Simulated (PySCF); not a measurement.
Delta-SCF ions had no search for a lower state. Excitations are Tamm–Dancoff values on a coarser integration grid. The basis has no diffuse functions, so Rydberg states are missing or too high.

**C2H4, SMILES `C=C` (charge 0, multiplicity 1)**

These are TPSSh-D3(BJ)/def2-TZVP // B3LYP-D3(BJ)/def2-TZVP (PySCF) values and carry that method's errors.

The HOMO comes out as -7.20 eV. The dipole moment comes out as 0.00 D and the LUMO is -0.30 eV. The HOMO–LUMO gap comes out as 6.91 eV. The S1 excitation (TDA) is 8.24 eV. The S1 oscillator strength is 0.000, the brightest of the four lowest singlets (TDA) is 8.51 eV and the T1 excitation (TDA) is 4.51 eV. The S1–T1 gap (TDA) is 3.74 eV, the vertical ionisation energy (Delta-SCF) is 10.45 eV and the total energy is -78.6270 Ha. The cost is very roughly 60 core-seconds.

```xyz
6

C      0.6369     0.1110    -0.1438
C     -0.6369    -0.1110     0.1438
H      0.9681     1.0462    -0.5791
H      1.4015    -0.6331     0.0442
H     -1.4015     0.6331    -0.0442
H     -0.9680    -1.0462     0.5791
```
Charge 0, spin multiplicity 1.
